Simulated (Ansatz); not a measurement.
## Ansatz (development build ahead of 0.2.0) run

```yaml
crystal:
  periodic: [false, false, false]
  atoms:
    - { symbol: H, position_ang: [0.0, 0.0, -1.49606] }
    - { symbol: C, position_ang: [0.0, 0.0, -0.47375] }
    - { symbol: O, position_ang: [0.0, 0.0, 0.54232] }
basis:
  gaussian: { orbitals: def2-TZVP }
total_charge: 1
hamiltonian:
  xc: hf
correlation:
  method: mp2
  frozen_orbitals: { C: 1, H: 0, O: 1 }
```

The input is written out in the form of the current development build from the run's settings.

Results

- Converged: yes
- Reference energy: -113.00068 hartree
- Correlation energy: -0.34077 hartree
- Total energy: -113.34146 hartree
- Spin squared of the determinant: 0.000

Caution: no unrestricted run beside it, a lower state can exist.
